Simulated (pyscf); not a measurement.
A first-order saddle from PySCF, ωB97X-D3(BJ)/def2-SVP:

```xyz
10

C      0.6275     0.5292    -0.9550
Si    -1.1725     0.1229    -0.7481
Cl    -0.6695    -1.8713     0.4649
Cl    -2.1213     1.9533    -1.1907
H      1.2061    -0.3762    -1.1845
H      1.0042     0.9472    -0.0081
H      0.7518     1.2875    -1.7418
H     -1.9690    -0.7400    -1.6390
Cl    -1.8044     0.5910     1.5792
H     -1.2886    -0.7043     1.6276
```

Surface: singlet, charge 0. Lowest wavenumbers (cm⁻¹): 414i, 46, 104, 183, 211.

Problem. What reaction is this the transition state of?

Solution. H₃C–SiH(Cl)–Cl + hydrogen chloride (HCl) ⇌ H₃C–SiH(Cl)–Cl + hydrogen chloride (HCl), a four-centre exchange read from left to right: Cl–Si, Cl–H broken and Cl–Si, Cl–H formed. At ωB97M-D3(BJ)/def2-TZVP it lies +1.53 eV from the left side and +1.53 eV from the right (each side as separated species at their lowest minima found). This is the saddle that the search found; another between the same sides may lie lower.
